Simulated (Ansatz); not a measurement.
A made-up structure of Si2H3O (charge +1), closed shell:

| atom | x (Å) | y (Å) | z (Å) |
| --- | --- | --- | --- |
| O1 | -0.9044 | -0.3820 | 0.3997 |
| Si2 | 0.2076 | -1.2041 | -0.4728 |
| Si3 | 0.1480 | 0.9403 | 0.1933 |
| H4 | -0.1036 | -2.6366 | -0.7187 |
| H5 | -1.6592 | -0.2305 | 0.9899 |
| H6 | 0.9349 | 1.3240 | 1.3741 |

It is relaxed with PBE-D4/def2-SVP and then PBE0-D4/def2-TZVP (Ansatz 0.2.0). Atoms count as bonded within 1.22 times the sum of their covalent radii (H–H: 0.88 Å). The end point is not checked to be a true minimum.

(1) Does its bonding change? (Judge from chemistry; the calculation decides.)

## Answers

(1) By the calculation: Yes. Formed: none; broken: O1–Si3.

Where it ends: The first stage lowers the energy by 2.01 eV in 27 steps. It ends as Si₂H₃O ([OH][SiH][SiH]), total charge +1:
```
6
angstrom
O -1.6344 -0.5400 0.6387
Si -0.2012 -0.6539 -0.0418
Si 0.9765 1.4175 -0.2990
H 0.1915 -2.0383 -0.4237
H -2.2327 -1.2657 0.8525
H 1.5236 0.8915 1.0389
```

Labels in which every atom is bracketed show which atoms are joined, not bond orders.

For scale, one of the runs: PBE0-D4/def2-TZVP relaxation, 123 basis functions, launched by `ansatz run in.yaml --threads 2 --pin off --events-out ev --progress --plain --max-ram 4352MiB`. The run took about 16 s on 2 CPU threads of an Arm Neoverse V2 (shared host).
